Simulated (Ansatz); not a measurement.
# SiN (quartet): wave-function methods side by side, cc-pVTZ

How much of the correlation energy of SiN (quartet) does each wave-function method recover here?

Program: Ansatz 0.2.0, Gaussian basis. Level of theory: cc-pVTZ, core rule «outside noble gas», up to 6 orbitals frozen. These are calculated values, not measurements.

The runs, in order: UHF; CCSD(T) on ROHF; CCSD(T) on UHF; BCCD(T) on ROHF; CISD; CCSDT(Q) on ROHF; CCSDT(Q) on UHF; CASSCF and MRCISD+Q, 9 electrons in 8 orbitals; CASSCF and NEVPT2, 9 electrons in 8 orbitals.

19 further runs of the same task are left out: 1 for a mislabelled method, 6 that didn't finish, 12 set aside as unsound or not needed.

## 1. The system

The geometry is a PBE0/def2-TZVP stationary point (not a proven minimum).

2 atoms, charge 0, spin multiplicity 4.

Atoms are counted from 1 here; the program's logs count them from 0.

Bond lengths: Si1–N2 1.889 Å.

## 2. UHF

File in.yaml:

```yaml
crystal:
  periodic: [false, false, false]
  atoms:
    - {symbol: Si, position_ang: [0.000000, 0.000000, 0.000000]}
    - {symbol: N, position_ang: [0.000000, 0.000000, 1.889128]}
basis:
  gaussian: {orbitals: cc-pVTZ}
magnetization: {spin_polarized: true, initial_magnetization: 3}
hamiltonian: {xc: hf}
output: {orbitals: {seedname: orbitals}}
```

Run with:

```bash
$ ansatz run in.yaml --threads 1 --pin off --events-out ev --progress --plain --max-ram 2393MiB
```

The runs that follow: CCSD(T) on ROHF; CCSD(T) on UHF; BCCD(T) on ROHF; CISD; CCSDT(Q) on ROHF; CCSDT(Q) on UHF; CASSCF and MRCISD+Q, 9 electrons in 8 orbitals; CASSCF and NEVPT2, 9 electrons in 8 orbitals.

Before running them: what should the planned runs give, taken together? Wanted: UCCSDT(Q) below the RHF energy; RMP2 from UCCSDT(Q); UMP2 from UCCSDT(Q); RCCSD from UCCSDT(Q); RCCSD(T) from UCCSDT(Q); UCCSD(T) from UCCSDT(Q); RCCSDT(Q) from UCCSDT(Q); NEVPT2 valence from UCCSDT(Q); MRCISD+Q valence from UCCSDT(Q).

As calculated:

```
                         quantity                      value
   UCCSDT(Q) below the RHF energy                 -6.7697 eV
              RMP2 from UCCSDT(Q)            +26.91 kcal/mol
              UMP2 from UCCSDT(Q)            +28.03 kcal/mol
             RCCSD from UCCSDT(Q)             +6.75 kcal/mol
          RCCSD(T) from UCCSDT(Q)             +1.23 kcal/mol
          UCCSD(T) from UCCSDT(Q)             +1.20 kcal/mol
         RCCSDT(Q) from UCCSDT(Q)             +0.08 kcal/mol
    NEVPT2 valence from UCCSDT(Q)            +25.95 kcal/mol
  MRCISD+Q valence from UCCSDT(Q)             +1.83 kcal/mol
levels within 1 kcal/mol (43 meV)  RCCSDT, UCCSDT, RCCSDT(Q)
                    T1 diagnostic                      0.027
   effectively unpaired electrons                       3.04
```

What this shows: RCCSD(T) lands +1.23 kcal/mol from the yardstick (0.8 % of the correlation energy). One determinant dominates. Of the multireference levels listed MRCISD+Q valence comes nearest in total energy (+1.83 kcal/mol), which doesn't show that its space is the better one. These misses are within one basis, not against nature; the frozen cores of restricted and unrestricted runs differ, which can shift their rows.
